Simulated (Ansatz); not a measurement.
bcc Fe

Computed with HSE06 in Ansatz (PAW).

Settings: plane-wave cutoff 460 eV, 16×16×16 k mesh, Fermi–Dirac smearing 0.05 eV, spin-polarised with parallel moments, scalar-relativistic PAW data made under PBE.

Cell: measured lattice: a = b = c = 2.866 Å, α = β = γ = 90.00°.

For bcc Fe, the magnetic moment per atom (the cell's total over its atoms) is 2.84 μB.

Note: the run warned that the count of filled bands differs between k points; cell and atoms aren't relaxed at this level (pressure 8.4 GPa).

Moments are spin moments.

Ansatz is a quantum-chemistry and plane-wave program.
